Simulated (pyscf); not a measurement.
Thermochemistry of product channels of `[O]=[Ru](=[O])(=[O])=[O]` + `[H]` [doublet] on the doublet surface, in kJ/mol, from ωB97M-D3(BJ)/def2-TZVP energies (ideal gas, 1 atm, RRHO with modes under 100 cm⁻¹ raised to 100, one conformer, R ln 2 for chiral ones without a mode under 150 cm⁻¹). Optimised with ωB97X-D3(BJ)/def2-SVP in PySCF.

```json
[
 {"products": "`[O]=[RuH](=[O])=[O]` [doublet] + `[O]` [triplet]", "ΔE": "+94.6", "ΔH(298 K)": "+101.7", "ΔG(298 K)": "+82.2", "ΔG(1200 K)": "[?]"},
 {"products": "`[O]=[Ru](=[O])=[O]` [singlet] + `[OH]` [doublet]", "ΔE": "-124.4", "ΔH(298 K)": "-113.2", "ΔG(298 K)": "-132.2", "ΔG(1200 K)": "[?]"}
]
```

Question: Fill in the missing entries.

Answer: 
- `[O]=[RuH](=[O])=[O]` [doublet] + `[O]` [triplet], ΔG(1200 K): +25.8
- `[O]=[Ru](=[O])=[O]` [singlet] + `[OH]` [doublet], ΔG(1200 K): -182.7

These are energies of the channels, which say nothing of barriers. Left out: orbital degeneracy and the spin-orbit lowering of OH, O. Open-shell species with a d-block atom are single-reference here; other states, and whether the spin sits on metal or ligand, were not checked. Elements past Kr carry the def2 core potentials, without spin-orbit coupling.
